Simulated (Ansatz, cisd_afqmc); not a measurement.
Species: CHN, charge 0, singlet. CHN (formonitrile, SMILES C#N).
NHTBH set geometry:
```
C
N 1 1.1530
H 1 1.0659 2 180.00
```

Total energies in aug-cc-pVDZ, 10 correlated electrons, 2 frozen orbitals. UHF or UKS for unpaired electrons; spin-orbit terms are left out. Cores are frozen in correlated methods. No relativity. AFQMC is phaseless with a CISD trial state; ± is one standard error, without the phaseless bias. Outlying blocks are dropped, and bars are widened where a walk drifts. Over all cases where full CI ran beside it in this data, AFQMC minus full CI had a median of +0.1 mEh and passed +0.4 mEh in a tenth of the cases.

```json
[
 {"method": "HF", "program": "Ansatz", "energy (Eh)": "-92.88749", "minus CCSDT(Q) (mEh)": "317.65"},
 {"method": "MP2", "program": "Ansatz", "energy (Eh)": "-93.18179", "minus CCSDT(Q) (mEh)": "23.35"},
 {"method": "CCSD", "program": "Ansatz", "energy (Eh)": "-93.19010", "minus CCSDT(Q) (mEh)": "15.04"},
 {"method": "CCSD(T)", "program": "Ansatz", "energy (Eh)": "-93.20343", "minus CCSDT(Q) (mEh)": "1.70"},
 {"method": "CCSDT(Q)", "program": "Ansatz", "energy (Eh)": "-93.20514", "minus CCSDT(Q) (mEh)": "0.00"},
 {"method": "AFQMC/CISD", "program": "cisd_afqmc", "energy (Eh)": "-93.2041 ± 0.0004", "minus CCSDT(Q) (mEh)": "1.0 ± 0.4"}
]
```

Ansatz is a first-principles code.
